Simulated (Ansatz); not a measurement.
Density of states of TiO (P-6m2, a = 2.789 Å, b = 2.789 Å, c = 2.794 Å, α = 90.00°, β = 90.00°, γ = 120.00°), in states per eV and primitive cell, averaged over bins of 0.3 eV. The calculation used Ansatz 0.2.0, DFT PBEsol, scalar-relativistic, plane waves, PAW.

Settings: cutoff 420 eV, Γ-centred mesh 18×18×16 on the computed 2-atom cell, Gaussian smearing of 0.10 eV; no spin polarisation.

The cell is relaxed at this level. The states (both spins) are summed by tetrahedra on a 27×27×24 mesh at the self-consistent density. Energies are bin centres; the table starts no lower than −8 eV and ends at 6 eV, or lower where the solved bands end.

The gap is zero at this level, with almost no states at the Fermi level.

```csv
E − E_F (eV),total,Ti 3d,O 2p,Ti 4s,O 2s
-7.90,1.29,0.21,0.97,0.05,0.01
-7.60,1.19,0.18,0.93,0.04,0.01
-7.30,1.32,0.19,1.05,0.03,0.01
-7.00,1.46,0.22,1.17,0.03,0.01
-6.70,2.49,0.41,2.01,0.02,0.01
-6.40,2.38,0.32,1.99,0.01,0.00
-6.10,1.71,0.22,1.45,0.01,0.00
-5.80,2.22,0.28,1.91,0.00,0.00
-5.50,0.40,0.04,0.36,0.00,0.00
-5.20,0.00,0.00,0.00,0.00,0.00
-4.90,0.00,0.00,0.00,0.00,0.00
-4.60,0.00,0.00,0.00,0.00,0.00
-4.30,0.00,0.00,0.00,0.00,0.00
-4.00,0.00,0.00,0.00,0.00,0.00
-3.70,0.00,0.00,0.00,0.00,0.00
-3.40,0.00,0.00,0.00,0.00,0.00
-3.10,0.01,0.00,0.00,0.00,0.00
-2.80,0.05,0.05,0.00,0.00,0.00
-2.50,0.18,0.17,0.00,0.01,0.00
-2.20,0.52,0.47,0.01,0.02,0.00
-1.90,0.65,0.58,0.02,0.02,0.00
-1.60,0.75,0.67,0.03,0.02,0.01
-1.30,1.13,0.99,0.05,0.04,0.01
-1.00,1.99,1.71,0.09,0.11,0.01
-0.70,1.02,0.89,0.05,0.03,0.00
-0.40,0.34,0.31,0.01,0.00,0.00
-0.10,0.04,0.03,0.00,0.00,0.00
0.20,0.13,0.13,0.00,0.00,0.00
0.50,0.69,0.63,0.04,0.00,0.01
0.80,1.55,1.38,0.13,0.01,0.01
1.10,1.79,1.58,0.16,0.01,0.02
1.40,2.30,2.04,0.16,0.01,0.07
1.70,3.44,3.00,0.23,0.01,0.16
2.00,2.70,2.32,0.20,0.02,0.13
2.30,3.34,2.87,0.26,0.05,0.12
2.60,3.11,2.68,0.31,0.03,0.05
2.90,2.63,2.24,0.31,0.03,0.02
3.20,2.42,2.00,0.35,0.03,0.02
3.50,2.24,1.72,0.44,0.04,0.02
3.80,0.67,0.44,0.16,0.04,0.02
4.10,0.10,0.01,0.01,0.05,0.02
4.40,0.12,0.01,0.02,0.06,0.02
4.70,0.13,0.01,0.02,0.07,0.02
5.00,0.15,0.01,0.02,0.08,0.02
5.30,0.17,0.01,0.02,0.10,0.02
5.60,0.20,0.02,0.03,0.11,0.02
```

The columns after the total are the main Löwdin projections on the occupied valence shells of the potentials; 2 others are left out. The rest of the total lies in those, in shells that are empty in the free atom, which aren't projected, and between the atoms.

A ferromagnetic start lost its moments in a first run, so spin was left out; other magnetic orders weren't tried.

This form isn't the usual stable structure of the compound.